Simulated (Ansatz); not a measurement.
The input, for Ansatz 0.2.0:

```yaml
crystal:
  periodic: [false, false, false]
  atoms:
    - {symbol: Ta, position_ang: [0.000000, 0.000000, 0.000000]}
    - {symbol: Si, position_ang: [0.000000, 0.000000, 2.442600]}
basis:
  gaussian: {orbitals: def2-SVP}
magnetization: {spin_polarized: false, initial_magnetization: 3}
hamiltonian: {xc: {name: PBE}}
correlation: {method: bccd_t, electrons: outside_noble_gas}
accuracy: high
scf: {lower_state_search: light}
```

```sh
$ ansatz run in.yaml --threads 1 --pin off --events-out ev --progress --plain --max-ram 2393MiB
```

Output:

```
908 factors; integrals over basis functions are off by at most 3.5e-9 eV
mean field evaluation 1: about -9415.7500 eV, gradient 2.1e1 eV
mean field evaluation 2: about -9415.7406 eV, gradient 2.1e1 eV
mean field evaluation 4: about -9405.9075 eV, gradient 4.6e1 eV
mean field evaluation 8: about -9417.7312 eV, gradient 2.6e0 eV
mean field evaluation 16: about -9417.8164 eV, gradient 3.7e-1 eV
mean field evaluation 32: about -9417.7925 eV, gradient 1.4e-2 eV
mean field evaluation 64: about -9417.8236 eV, gradient 2.2e-1 eV
mean field evaluation 96: about -9417.7923 eV, gradient 6.9e-2 eV
mean field evaluation 128: about -9417.2868 eV, gradient 8.8e-1 eV
mean field evaluation 160: about -9412.7481 eV, gradient 2.1e1 eV
...
mean field -9417.82276796 eV, -346.0986030932 hartree, gradient 2.5e-8 eV, S^2 3.750000; 11 other end points of the search recorded, 0 dependent functions left out
...
unrestricted determinant -9389.56415122 eV, -345.0601180823 hartree, S^2 4.7613
9 core orbitals not correlated: weight in the atoms' cores, before any rotation towards them, 0.999 or more for the frozen orbitals, at most 0.001 for the correlated occupied ones
reference -9388.19690732 eV, -345.0098727956 hartree; 6, 3 occupied and 35, 38 virtual orbitals, 908 factors
second order -6.05153385 eV of doubles, -0.33395622 eV of singles
...
cycle  37  -5.97556817 eV  change    1.0e-7 eV  update   8.0e-8
cycle  38  -5.97556819 eV  change   -1.6e-8 eV  update   5.3e-8
cycle  39  -5.97556817 eV  change    2.2e-8 eV  update   3.4e-8
cycle  40  -5.97556817 eV  change   8.2e-10 eV  update   1.9e-8
cycle  41  -5.97556817 eV  change   -5.6e-9 eV  update   1.1e-8
cycle  42  -5.97556817 eV  change    2.8e-9 eV  update   6.3e-9
cycle  43  -5.97556817 eV  change   -2.4e-9 eV  update   3.8e-9
cycle  44  -5.97556817 eV  change    1.7e-9 eV  update   2.6e-9
cycle  45  -5.97556817 eV  change   -1.0e-9 eV  update   1.7e-9
cycle  46  -5.97556817 eV  change    1.0e-9 eV  update   1.0e-9
perturbative correction -0.47030137 eV, -0.0172832565 hartree
WARN: the results are in doubt because among natural orbitals full CI differs from the method by -0.083 eV
Total energy: -9394.64277686 eV, -345.2467541320 hartree
In doubt: among natural orbitals full CI differs from the method by -0.083 eV
```

The singles that turn the determinant into the Brueckner one have T1 = 0.046.

Ran on 1 thread of Arm Neoverse V1, shared host: 51 s wall, 0.21 GiB peak host memory.
